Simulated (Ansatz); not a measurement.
Other spins and charges of HPB, doublet at one geometry

Geometry (PBE0/def2-TZVP stationary point for this spin, not checked as a minimum):

```xyz
3

B     0.0000   -0.1023    1.2468
P     0.0000   -0.0022   -0.4526
H     0.0000    1.1642    0.5345
```

Basis 6-31G; Ansatz 0.2.0. Only valence electrons are correlated (noble-gas cores frozen). R marks a restricted (for open shells ROHF) determinant, U an unrestricted one. Active spaces: valence = (9e, 9o) chosen from the atoms' valence shells.

Gaps are energies of the second state less the first, at fixed atoms, for a selection of the levels run; each method lands on the state that its own search finds for that charge and spin.

Unrestricted rows (U, and Kohn–Sham where it breaks symmetry) aren't spin-pure: their determinants' ⟨S²⟩ exceeds S(S+1) by up to 0.73, so they mix in states of higher spin, at the starting point too. For open shells CISD and CISDTQ are restricted-active-space CI with the open shells as a complete middle space. A value is left out where its run failed or describes another state than the reference as far as symmetry and spin tell, or, spin-broken singlets apart, can't be checked.

Quartet less doublet: 3.555 eV at full CI (doublet A', quartet A', in Cs).

| level | gap (eV) | error (meV) | ⟨S²⟩ where 0.1 over S(S+1) (first / second) |
| --- | --- | --- | --- |
| UHF | 2.500 | -1055 | 0.97 / – |
| UCCSD | 3.471 | -84 | 0.97 / – |
| RCCSD(T) | 3.552 | -3 | – / – |
| CISDTQ | 3.538 | -17 | – / – |
| RCCSDTQ | 3.555 | 0 | – / – |
| UCCSDTQ | 3.554 | -1 | 0.97 / – |
| CASSCF (valence space) | 3.590 | 35 | – / – |
| NEVPT2 (valence space) | 3.564 | 9 | – / – |
| NEVPT4(SD) (valence space) | 3.559 | 4 | – / – |
| MRCISD+Q (valence space) | 3.559 | 4 | – / – |

Question: PBE gives 9.946 eV for removing an electron, to the singlet. Estimate what full CI gives in 6-31G.

Answer: Full CI in 6-31G gives 9.492 eV, so against it PBE is off by 0.454 eV, of which a good part can be the reference's own basis and frozen-core error.

```json
{"level": "RHF", "gap (eV)": "10.310", "error (meV)": "818", "⟨S²⟩ where 0.1 over S(S+1) (first / second)": "– / –"}
{"level": "RMP2", "gap (eV)": "9.563", "error (meV)": "71", "⟨S²⟩ where 0.1 over S(S+1) (first / second)": "– / –"}
{"level": "CISD", "gap (eV)": "9.739", "error (meV)": "247", "⟨S²⟩ where 0.1 over S(S+1) (first / second)": "– / –"}
{"level": "RCCSD", "gap (eV)": "9.622", "error (meV)": "130", "⟨S²⟩ where 0.1 over S(S+1) (first / second)": "– / –"}
{"level": "RCCSD(T)", "gap (eV)": "9.504", "error (meV)": "12", "⟨S²⟩ where 0.1 over S(S+1) (first / second)": "– / –"}
{"level": "BCCD(T)", "gap (eV)": "9.503", "error (meV)": "11", "⟨S²⟩ where 0.1 over S(S+1) (first / second)": "– / –"}
{"level": "RCCSDT", "gap (eV)": "9.496", "error (meV)": "4", "⟨S²⟩ where 0.1 over S(S+1) (first / second)": "– / –"}
{"level": "CISDTQ", "gap (eV)": "9.524", "error (meV)": "32", "⟨S²⟩ where 0.1 over S(S+1) (first / second)": "– / –"}
{"level": "RCCSDT(Q)", "gap (eV)": "9.482", "error (meV)": "-10", "⟨S²⟩ where 0.1 over S(S+1) (first / second)": "– / –"}
{"level": "RCCSDTQ", "gap (eV)": "9.491", "error (meV)": "-1", "⟨S²⟩ where 0.1 over S(S+1) (first / second)": "– / –"}
{"level": "CASSCF (valence space)", "gap (eV)": "9.136", "error (meV)": "-356", "⟨S²⟩ where 0.1 over S(S+1) (first / second)": "– / –"}
{"level": "NEVPT2 (valence space)", "gap (eV)": "9.382", "error (meV)": "-110", "⟨S²⟩ where 0.1 over S(S+1) (first / second)": "– / –"}
{"level": "NEVPT4(SD) (valence space)", "gap (eV)": "9.473", "error (meV)": "-19", "⟨S²⟩ where 0.1 over S(S+1) (first / second)": "– / –"}
{"level": "MRCISD (valence space)", "gap (eV)": "9.474", "error (meV)": "-18", "⟨S²⟩ where 0.1 over S(S+1) (first / second)": "– / –"}
{"level": "MRCISD+Q (valence space)", "gap (eV)": "9.487", "error (meV)": "-5", "⟨S²⟩ where 0.1 over S(S+1) (first / second)": "– / –"}
{"level": "r2SCAN", "gap (eV)": "10.144", "error (meV)": "652", "⟨S²⟩ where 0.1 over S(S+1) (first / second)": "– / 0.70"}
{"level": "PBE0", "gap (eV)": "10.148", "error (meV)": "656", "⟨S²⟩ where 0.1 over S(S+1) (first / second)": "– / 0.73"}
{"level": "B3LYP", "gap (eV)": "10.057", "error (meV)": "565", "⟨S²⟩ where 0.1 over S(S+1) (first / second)": "– / 0.64"}
{"level": "wB97M-V", "gap (eV)": "10.058", "error (meV)": "566", "⟨S²⟩ where 0.1 over S(S+1) (first / second)": "– / 0.58"}
{"level": "RPA-PBE", "gap (eV)": "9.402", "error (meV)": "-90", "⟨S²⟩ where 0.1 over S(S+1) (first / second)": "– / 0.59"}
```

Question: PBE gives 9.964 eV for removing an electron, to the triplet. Estimate what full CI gives in 6-31G.

Answer: Full CI in 6-31G gives 9.477 eV, so against it PBE is off by 0.487 eV, of which a good part can be the reference's own basis and frozen-core error.

| level | gap (eV) | error (meV) | ⟨S²⟩ where 0.1 over S(S+1) (first / second) |
| --- | --- | --- | --- |
| RHF | 8.718 | -759 | – / – |
| UHF | 8.852 | -625 | 0.97 / – |
| UMP2 | 9.349 | -128 | 0.97 / – |
| BCCD(T) | 9.474 | -3 | – / – |
| UCCSDT | 9.473 | -4 | 0.97 / – |
| CISDTQ | 9.462 | -15 | – / – |
| UCCSDT(Q) | 9.478 | 1 | 0.97 / – |
| UCCSDTQ | 9.476 | -1 | 0.97 / – |
| MRCISD (valence space) | 9.462 | -15 | – / – |
| MRCISD+Q (valence space) | 9.474 | -3 | – / – |

In so small a basis the reference is far from its limit while semilocal and hybrid functionals are nearer theirs (RPA and double hybrids share part of the reference's basis error), so the functionals' errors here hold much of the reference's basis and frozen-core error, which can add to them or hide them. The set has no polarisation functions, which weighs most on the reference.

Full CI is exact within this basis and frozen core; it isn't the basis-set limit. The frozen core follows each run's orbitals, which can shift R against U totals by a few meV.
